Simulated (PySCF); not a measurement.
**Relaxation of singlet NH₅**

Method: PBE0 in PySCF with N def2-TZVP, H def2-TZVP; no relativity; density-fitted integrals. A (50,194) grid was used.

A hand-made square pyramidal start, of C4v symmetry, held to at least that symmetry:

```xyz
6
charge 0 multiplicity 1, angstrom
N     0.0000    0.0000   -0.0092
H     0.0000    0.0000    1.0208
H     1.0075    0.0000   -0.2233
H     0.0000    1.0075   -0.2233
H    -1.0075    0.0000   -0.2233
H     0.0000   -1.0075   -0.2233
```

What forces act on the atoms at the start (eV/Å)?


```json
{"atom": "N1", "Fx": "0.00", "Fy": "0.00", "Fz": "2.51"}
{"atom": "H2", "Fx": "0.00", "Fy": "0.00", "Fz": "-0.36"}
{"atom": "H3", "Fx": "5.69", "Fy": "0.00", "Fz": "-0.54"}
{"atom": "H4", "Fx": "0.00", "Fy": "5.69", "Fz": "-0.54"}
{"atom": "H5", "Fx": "-5.69", "Fy": "0.00", "Fz": "-0.54"}
{"atom": "H6", "Fx": "0.00", "Fy": "-5.69", "Fz": "-0.54"}
```

What does it relax to?

It ends at C4v with N–H 1.021 Å, N–H 1.201 Å (×4); H–N–H 88.7° (×4), H–N–H 98.8° (×4), H–N–H 162.5° (×2). No frequency check is given, so it may be a saddle point. Other isomers or separated fragments may lie lower.

How much energy is released, and in how many steps?

166.2 kJ/mol in 5 steps.
